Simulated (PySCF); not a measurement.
Bond curve of Al₂

Set-up: PySCF, no relativity, basis sets Al 6-311G(d,p). Energies in eV from Al + Al in their ground configurations at the same level. State: ³Πu (triplet), unpaired electrons σ ↑, π ↑.

All columns are PBE0.

| R (Å) | E (eV) | HOMO (eV) | LUMO (eV) | Mayer bond order | ⟨S²⟩ |
| --- | --- | --- | --- | --- | --- |
| 2.362 | -1.079 | -4.65 | -3.33 | 1.18 | 2.01 |
| 2.472 | -1.303 | -4.68 | -3.19 | 1.16 | 2.01 |
| 2.582 | -1.424 | -4.69 | -3.08 | 1.14 | 2.01 |
| 2.665 | -1.466 | -4.59 | -3.00 | 1.13 | 2.01 |
| 2.747 | -1.477 | -4.50 | -2.93 | 1.11 | 2.01 |
| 2.829 | -1.463 | -4.41 | -2.87 | 1.10 | 2.01 |
| 2.939 | -1.419 | -4.31 | -2.79 | 1.08 | 2.01 |
| 3.077 | -1.334 | -4.20 | -2.71 | 1.06 | 2.01 |
| 3.241 | -1.208 | -4.08 | -2.62 | 1.05 | 2.01 |
| 3.461 | -1.022 | -3.95 | -2.53 | 1.03 | 2.01 |

The state is the lowest determinant that a PBE0 search found; another state may lie lower at other levels.
